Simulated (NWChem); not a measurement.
System: CH cation, singlet

Program: NWChem. Low-valent species are run as closed-shell singlets; no triplet was tried in these runs. Structure relaxed at the PBE0/def2-SVP level. Gas phase, vertical.

LDA (Slater exchange, VWN5)/aug-cc-pVDZ, full TDDFT puts singlet state 3 at 12.07 eV with oscillator strength 0.272.

Q: Give the wavelength, the transition dipole and the radiative lifetime of that state in vacuum.

A: 
1. λ = 1239.84/12.07 = 103 nm, or 97350 cm⁻¹.
2. f = (2/3) ΔE μ² in atomic units, so μ = √(1.5 f/ΔE) = 0.96 a.u. = 2.44 D.
3. τ = 1.499 s cm⁻² / (f ν²) = 0.58 ns, for a non-degenerate state that emits at the vertical energy; a higher state like this one mostly decays faster by other paths.
